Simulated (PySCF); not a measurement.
Gas-phase reaction: 2 C2H5F → CH3F + C3H7 (n-propyl) + F

Method: PySCF energies plus ideal-gas RRHO corrections (1 bar). † marks an energy on the PBE0/def2-TZVP geometry and frequencies; other levels use their own. MP2 freezes the core. Open shells (unrestricted): C3H7 (n-propyl) (multiplicity 2), F (multiplicity 2); the rest are closed-shell singlets. Spin-orbit splitting is ignored; it lowers the true energy and changes the entropy of F. B3LYP is the form with VWN-RPA correlation. MP2 isn't extrapolated to the basis-set limit.

```json
[
 {"level": "B3LYP/def2-TZVP†", "ΔH°(298 K), kJ": "477"},
 {"level": "BLYP/def2-TZVP†", "ΔH°(298 K), kJ": "486"},
 {"level": "M06-2X/def2-TZVP†", "ΔH°(298 K), kJ": "(withheld)"},
 {"level": "MP2/def2-TZVPP†", "ΔH°(298 K), kJ": "507"},
 {"level": "PBE0/def2-TZVP", "ΔH°(298 K), kJ": "(withheld)"},
 {"level": "r2SCAN/def2-TZVP†", "ΔH°(298 K), kJ": "(withheld)"}
]
```

Task: Complete the blanks.

Result: 
- M06-2X/def2-TZVP†, ΔH°(298 K), kJ: 493
- PBE0/def2-TZVP, ΔH°(298 K), kJ: 478
- r2SCAN/def2-TZVP†, ΔH°(298 K), kJ: 474
